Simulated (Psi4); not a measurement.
Psi4 input (wB97X-D/6-31G*):

```
memory 1500 MB

molecule {
1 2
N    -0.00000000   -0.00000000   -1.20500663
N    -0.00000000   -0.00000000   -0.06983899
O     0.00000000    0.00000000    1.11548992
symmetry c1
no_reorient
no_com
}

set {
  basis 6-31G*
  reference uks
  scf_type pk
  dft_radial_points 99
  dft_spherical_points 590
  e_convergence 1e-8
  d_convergence 1e-7
  maxiter 150
}

e = energy('wb97x-d')
print_out(f'\nFINAL {e:.10f} DIPOLE {variable("CURRENT DIPOLE")[0]:.6f} {variable("CURRENT DIPOLE")[1]:.6f} {variable("CURRENT DIPOLE")[2]:.6f}\n')
```

Output:

```
   => Loading Basis Set <=

    Name: 6-31G*
    Role: ORBITAL
    Keyword: BASIS
    atoms 1-2 entry N          line   128 file 6-31gs.gbs
    atoms 3   entry O          line   145 file 6-31gs.gbs

   => WB97X-D: Empirical Dispersion <=

    Chai and Head-Gordon Dispersion Correction
    Chai, J.-D.; Head-Gordon, M. (2010), J. Chem. Phys., 132: 6615-6620

        s6 =       1.000000

         ---------------------------------------------------------
                                   SCF
               by Justin Turney, Rob Parrish, Andy Simmonett
                          and Daniel G. A. Smith
                              UKS Reference
         ---------------------------------------------------------

  ==> Geometry <==

    Molecular point group: c1
    Full point group: C_inf_v

    Geometry (in Angstrom), charge = 1, multiplicity = 2:

       Center              X                  Y                   Z               Mass
    ------------   -----------------  -----------------  -----------------  -----------------
         N            0.000000000000     0.000000000000    -1.205006630000    14.003074004430
         N            0.000000000000     0.000000000000    -0.069838990000    14.003074004430
         O            0.000000000000     0.000000000000     1.115489920000    15.994914619570

  Running in c1 symmetry.

  Rotational constants: A = ************  B =      0.41826  C =      0.41826 [cm^-1]
  Rotational constants: A = ************  B =  12539.14841  C =  12539.14841 [MHz]
  Nuclear repulsion =   60.613263348729276

  Charge       = 1
  Multiplicity = 2
  Electrons    = 21
  Nalpha       = 11
  Nbeta        = 10

  ==> Algorithm <==

  SCF Algorithm Type is PK.
  DIIS enabled.
  MOM disabled.
  Fractional occupation disabled.
  Guess Type is SAD.
  Energy threshold   = 1.00e-08
  Density threshold  = 1.00e-07
  Integral threshold = 1.00e-12

  ==> Primary Basis <==

  Basis Set: 6-31G*
    Blend: 6-31G*
    Number of shells: 18
    Number of basis functions: 45
    Number of Cartesian functions: 45
    Spherical Harmonics?: false
    Max angular momentum: 2

  ==> DFT Potential <==

   => LibXC <=

    Version 7.1.2
    S. Lehtola, C. Steigemann, M. J. T. Oliveira, and M. A. L. Marques,  SoftwareX 7, 1–5 (2018) (10.1016/j.softx.2017.11.002)

   => Composite Functional: WB97X-D <=

    wB97X-D Hyb-GGA Exchange-Correlation Functional

    J.-D. Chai and M. Head-Gordon,  Phys. Chem. Chem. Phys. 10, 6615–6620 (2008) (10.1039/B810189B)

    Deriv               =              1
    GGA                 =           TRUE
    Meta                =          FALSE

    Exchange Hybrid     =           TRUE
    MP2 Hybrid          =          FALSE

   => Exchange-Correlation Functionals <=

    1.0000   wB97X-D range-separated functional

   => Exact (HF) Exchange <=

    0.7780            HF,LR [omega = 0.2000]
    0.2220               HF

   => LibXC Density Thresholds  <==

    XC_HYB_GGA_XC_WB97X_D:  1.00E-14

   => Molecular Quadrature <=

    Radial Scheme          =       TREUTLER
    Pruning Scheme         =           NONE
    Nuclear Scheme         =       TREUTLER

    Blocking Scheme        =         OCTREE
    BS radius alpha        =              1
    Pruning alpha          =              1
    Radial Points          =             99
    Spherical Points       =            590
    Total Points           =         162188
    Total Blocks           =           1273
    Max Points             =            256
    Max Functions          =             45
    Weights Tolerance      =       1.00E-15

  ==> Integral Setup <==

  Using in-core PK algorithm.
   Calculation information:
      Number of atoms:                   3
      Number of AO shells:              18
      Number of primitives:             45
      Number of atomic orbitals:        45
      Number of basis functions:        45

      Integral cutoff                 1.00e-12
      Number of threads:                 1

  Performing in-core PK
  Using 1608390 doubles for integral storage.
  We computed 14520 shell quartets total.
  Whereas there are 14706 unique shell quartets.

  Computing range-separated integrals for PK
  We computed 14520 wK shell quartets total.
  Whereas there are 14706 wK unique shell quartets.

  ==> DiskJK: Disk-Based J/K Matrices <==

    J tasked:                  Yes
    K tasked:                  Yes
    wK tasked:                 Yes
    Omega:               2.000E-01
    Schwarz Cutoff:          1E-12


  Cached 100.0% of DFT collocation blocks in 0.197 [GiB].

  Minimum eigenvalue in the overlap matrix is 1.1906232262E-03.
  Reciprocal condition number of the overlap matrix is 2.0303661222E-04.
    Using symmetric orthogonalization.

  ==> Pre-Iterations <==

  SCF Guess: Superposition of Atomic Densities via on-the-fly atomic UHF (no occupation information).

   -------------------------
    Irrep   Nso     Nmo
   -------------------------
     A         45      45
   -------------------------
    Total      45      45
   -------------------------

  ==> Iterations <==

                        Total Energy        Delta E     RMS |[F,P]|

   @UKS iter SAD:  -184.14443983256015   -1.84144e+02   0.00000e+00
   @UKS iter   1:  -184.03866772850625    1.05772e-01   9.44198e-03 ADIIS/DIIS
   @UKS iter   2:  -183.97801026411813    6.06575e-02   1.37176e-02 ADIIS/DIIS
   @UKS iter   3:  -184.11943606534021   -1.41426e-01   1.63603e-03 ADIIS/DIIS
   @UKS iter   4:  -184.12074582565643   -1.30976e-03   1.33386e-03 ADIIS/DIIS
   @UKS iter   5:  -184.12233749404899   -1.59167e-03   2.84712e-04 ADIIS/DIIS
   @UKS iter   6:  -184.12255991078877   -2.22417e-04   1.07233e-04 ADIIS/DIIS
   @UKS iter   7:  -184.12261577355096   -5.58628e-05   2.83279e-05 DIIS
   @UKS iter   8:  -184.12261996510912   -4.19156e-06   9.37455e-06 DIIS
   @UKS iter   9:  -184.12262055093348   -5.85824e-07   3.69581e-06 DIIS
   @UKS iter  10:  -184.12262066840159   -1.17468e-07   1.75205e-06 DIIS
   @UKS iter  11:  -184.12262069839451   -2.99929e-08   7.22518e-07 DIIS
   @UKS iter  12:  -184.12262070276270   -4.36819e-09   2.61182e-07 DIIS
   @UKS iter  13:  -184.12262070335908   -5.96373e-10   9.21352e-08 DIIS
  Energy and wave function converged.

  ==> Post-Iterations <==

   Electrons on quadrature grid:
      Nalpha   =   11.0000000077 ; deviation = 7.700e-09
      Nbeta    =   10.0000000070 ; deviation = 6.999e-09
      Ntotal   =   21.0000000147 ; deviation = 1.470e-08

   @Spin Contamination Metric:   2.389063605E-02
   @S^2 Expected:                7.500000000E-01
   @S^2 Observed:                7.738906360E-01
   @S   Expected:                5.000000000E-01
   @S   Observed:                5.000000000E-01

    Orbital Energies [Eh]
    ---------------------

    Alpha Occupied:

       1A    -19.825789     2A    -15.054306     3A    -14.975778
       4A     -1.751035     5A     -1.584317     6A     -1.086179
       7A     -1.044395     8A     -1.019458     9A     -0.926535
      10A     -0.847337    11A     -0.807229

    Alpha Virtual:

      12A     -0.315407    13A     -0.296048    14A     -0.151489
      15A      0.216143    16A      0.350947    17A      0.366357
      18A      0.376247    19A      0.449749    20A      0.495680
      21A      0.515473    22A      0.528396    23A      0.704384
      24A      0.724054    25A      0.782935    26A      1.085766
      27A      1.085834    28A      1.090438    29A      1.091472
      30A      1.112470    31A      1.401014    32A      1.401134
      33A      1.467704    34A      1.726533    35A      1.726809
      36A      1.809831    37A      1.834914    38A      2.211027
      39A      2.558430    40A      2.639719    41A      2.658584
      42A      2.765486    43A      3.211181    44A      3.668236
      45A      3.952231

    Beta Occupied:

       1A    -19.808484     2A    -15.057936     3A    -14.967473
       4A     -1.725424     5A     -1.554552     6A     -1.057146
       7A     -1.014451     8A     -0.989084     9A     -0.908081
      10A     -0.786471

    Beta Virtual:

      11A     -0.518541    12A     -0.290223    13A     -0.256487
      14A     -0.137700    15A      0.218684    16A      0.356719
      17A      0.377733    18A      0.378350    19A      0.457128
      20A      0.503408    21A      0.532660    22A      0.539162
      23A      0.731533    24A      0.746008    25A      0.796562
      26A      1.093681    27A      1.095304    28A      1.096733
      29A      1.116194    30A      1.118007    31A      1.438862
      32A      1.440195    33A      1.478097    34A      1.744940
      35A      1.745901    36A      1.841887    37A      1.843180
      38A      2.221995    39A      2.574836    40A      2.657805
      41A      2.660833    42A      2.768929    43A      3.231076
      44A      3.687879    45A      3.961912

    Final Occupation by Irrep:
              A
    DOCC [    10 ]
    SOCC [     1 ]
    NA   [    11 ]
    NB   [    10 ]

  @UKS Final Energy:  -184.12262070335908

   => Energetics <=

    Nuclear Repulsion Energy =             60.6132633487292765
    One-Electron Energy =                -362.1690227276693577
    Two-Electron Energy =                 132.7851763876374775
    DFT Exchange-Correlation Energy =     -15.3519856223179723
    Empirical Dispersion Energy =          -0.0000520897384870
    VV10 Nonlocal Energy =                  0.0000000000000000
    Total Energy =                       -184.1226207033590754

  UHF NO Occupations:
  HONO-2 :    9  A 1.9995380
  HONO-1 :   10  A 1.9891329
  HONO-0 :   11  A 1.0000000
  LUNO+0 :   12  A 0.0108671
  LUNO+1 :   13  A 0.0004620
  LUNO+2 :   14  A 0.0003099
  LUNO+3 :   15  A 0.0001725

Computation Completed

Properties will be evaluated at   0.000000,   0.000000,   0.000000 [a0]

Properties computed using the SCF density matrix

 Multipole Moments:

 ------------------------------------------------------------------------------------
     Multipole            Electronic (a.u.)      Nuclear  (a.u.)        Total (a.u.)
 ------------------------------------------------------------------------------------

 L = 1.  Multiply by 2.5417464519 to convert [e a0] to [Debye]
 Dipole X            :          0.0000000            0.0000000            0.0000000
 Dipole Y            :         -0.0000000            0.0000000           -0.0000000
 Dipole Z            :         -0.0886485            0.0000000           -0.0886485
 Magnitude           :                                                    0.0886485

 ------------------------------------------------------------------------------------

FINAL -184.1226207034 DIPOLE 0.000000 -0.000000 -0.088648

*** Psi4 exiting successfully. Buy a developer a beer!
```

The dipole moment of an ion depends on the origin.
